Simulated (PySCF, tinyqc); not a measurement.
Inside a calculation. Method: RHF in the sto-6g basis, for HF, spin multiplicity 1. The lowest restricted solution is unstable here: a spin-polarised one lies 0.0493 hartree lower (PySCF). One step of it, computed by the program tinyqc.

Question. Iteration 2: DIIS coefficients. Solve [B -1; -1 0][c; lambda] = [0; -1] for the coefficients, which sum to one.

B (overlaps of the stored error matrices):
```
[[2.1356337e-01, -2.9536184e-03],
 [-2.9536184e-03, 3.4587665e-01]]
```

Give: DIIS coefficients.

Answer.

DIIS coefficients: [0.617, 0.383]
